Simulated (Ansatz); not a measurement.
**CH2ClF (chlorofluoromethane): from total energies to a heat of formation**

CH2ClF has 5 atoms, charge 0, and is taken as a singlet. SMILES: `FCCl`. The coordinates come from a PBE0-D4/def2-TZVP relaxation.

Total energies at B2PLYP/aug-cc-pVDZ, 7 core orbitals frozen (Ansatz 0.2.0); the atoms run unrestricted:

```tsv
species	state	energy (Eh)
CH2ClF	singlet	-599.112735
F	doublet	-99.675638
C	triplet	-37.818426
Cl	doublet	-460.005490
H	doublet	-0.498149
```

Harmonic wavenumbers at PBE0-D4/def2-TZVP, in cm⁻¹: 388, 770, 1010, 1112, 1259, 1375, 1499, 3095, 3171.

Measured heats of formation of the gaseous atoms at 298.15 K, in kJ/mol: F 79.4, C 716.9, Cl 121.3, H 218.0. Spin-orbit lowering of the atoms at 298 K (mean of the ground term's levels less their thermal mean, from spectra), in kJ/mol: F 1.29, C 0.02, Cl 3.44. Take 1 Eh = 2625.50 kJ/mol, 1 cm⁻¹ = 0.0119627 kJ/mol, RT = 2.479 kJ/mol.

Question: What heat of formation follows?

Answer: 
1. Electronic atomisation energy: (-99.675638) + (-37.818426) + (-460.005490) + 2 × (-0.498149) − (-599.112735) = 0.616883 Eh = 1619.6 kJ/mol.
2. Zero-point energy: half the sum of the wavenumbers, 6839.5 cm⁻¹ = 81.8 kJ/mol.
3. Thermal vibrational enthalpy, Σ hcν̃/(exp(hcν̃/kT) − 1): 1.3 kJ/mol. Translation, rotation and pV of a non-linear molecule: 4 RT = 9.9 kJ/mol.
4. The 5 free atoms carry 5/2 RT each: 31.0 kJ/mol.
5. Spin-orbit coupling lowers the free atoms by 1.29 + 0.02 + 3.44 = 4.8 kJ/mol.
6. Atomisation enthalpy at 298 K: 1619.6 − 4.8 − 81.8 − 1.3 − 9.9 + 31.0 = 1552.8 kJ/mol.
7. Sum of the atoms' heats of formation: 1353.6 kJ/mol. Heat of formation: 1353.6 − 1552.8 = -199.2 kJ/mol.

The tabulated value is -263.7 kJ/mol (Active Thermochemical Tables), so this level is off by +64.5 kJ/mol, or 4.0 % of the atomisation enthalpy that the table implies (1617.2 kJ/mol). Anharmonicity and any spin-orbit splitting of the molecule are left out, and cores are frozen in the wave-function part.
